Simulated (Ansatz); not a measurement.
C₅H₁₀, SMILES `C/C=C/CC`, relaxed with RKS PBE0-D4/def2-TZVP in the Gaussian-basis code of Ansatz from a PBE-D4/def2-SVP geometry. The force threshold is 0.005 eV/Å; the program also tests the step.

Total charge 0; spin multiplicity 1.

Start:

```xyz
15

C     0.561   -0.715    2.427
C     0.410   -0.795    0.938
C    -0.403   -0.025    0.189
C    -0.547   -0.100   -1.305
C    -0.155    1.203   -2.016
H    -0.069    0.085    2.863
H     1.616   -0.519    2.720
H     0.281   -1.674    2.916
H     1.021   -1.561    0.422
H    -1.015    0.747    0.699
H    -1.605   -0.341   -1.560
H     0.062   -0.944   -1.694
H    -0.764    2.058   -1.655
H    -0.304    1.127   -3.113
H     0.910    1.454   -1.831
```

```
step  energy (eV)  largest force (eV/Å)  largest move (Å)
   1   -5343.3021                 0.589             0.000
   2   -5343.3645                 0.161             0.034
   3   -5343.3692                 0.025             0.016
   4   -5343.3692                 0.014             0.010
   5   -5343.3693                 0.005             0.005
```

End:

```xyz
15

C     0.555   -0.705    2.402
C     0.402   -0.792    0.922
C    -0.396   -0.026    0.189
C    -0.543   -0.105   -1.294
C    -0.153    1.193   -1.991
H    -0.070    0.086    2.821
H     1.594   -0.503    2.682
H     0.280   -1.649    2.885
H     0.998   -1.552    0.416
H    -0.991    0.738    0.690
H    -1.584   -0.342   -1.544
H     0.064   -0.932   -1.676
H    -0.755    2.031   -1.627
H    -0.299    1.123   -3.071
H     0.896    1.435   -1.804
```

Run time 12 s (4 threads of an Intel Xeon 6975P-C on a shared host); peak host memory 0.53 GiB.
